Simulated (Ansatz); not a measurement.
System: 2H WS2. Method: PBE-D4 (plane waves, PAW; Ansatz, a quantum-chemistry and plane-wave program).

Run with plane-wave cutoff 520 eV, 12×12×4 k mesh (along the axes of the cell as run), Fermi–Dirac smearing 0.01 eV, no spin polarisation, scalar-relativistic PAW data made under PBE.

Response to compression and expansion:

Shape and atoms are relaxed at each volume.

| V (Å³/atom) | P (GPa) | direct gap at Γ (eV) | smallest gap on the k mesh (eV) | c (Å) |
|---|---|---|---|---|
| 16.829 | 2.45 | 2.170 | 0.749 | 11.857 |
| 17.179 | 1.09 | 2.229 | 0.833 | 12.021 |
| 17.530 | 0.00 | 2.263 | 0.914 | 12.196 |
| 17.880 | -0.83 | 2.299 | 0.995 | 12.381 |
| 18.231 | -1.44 | 2.339 | 1.075 | 12.578 |

The fundamental gap (0.91 eV at the equilibrium volume, with added k points) lies elsewhere than Γ–Γ.

Note: the bulk modulus comes from volumes at which shape and atoms were relaxed.

Spin–orbit coupling is not included.
